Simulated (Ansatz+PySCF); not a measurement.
# doublet C₄H₇: levels of theory in one basis

```tsv
atom	x (Å)	y (Å)	z (Å)
C	0.0480	0.0000	-1.6158
C	-0.5343	0.0000	-0.2838
C	0.1655	0.7716	0.9093
C	0.1655	-0.7716	0.9093
H	1.1236	0.0000	-1.7482
H	-0.5761	0.0000	-2.4990
H	-1.6185	0.0000	-0.2489
H	-0.4781	1.2926	1.6086
H	1.0914	1.2857	0.6800
H	-0.4781	-1.2926	1.6086
H	1.0914	-1.2857	0.6800
```

Basis set: cc-pVTZ (spherical functions). Correlated methods keep 4 orbitals frozen. Correlation on ROHF uses semicanonical orbitals with singles. Charge 0, multiplicity 2.

Computed with Ansatz (development build ahead of 0.2.0); each method stands on the lowest determinant of its kind that the runs found.

```tsv
method	E − E(ROHF) (eV)	<S²> of the determinant
ROHF	0.00	0.75
UHF	-0.16	0.77
ROHF-MP2	-18.03	–
UHF-MP2	-18.00	0.77
```
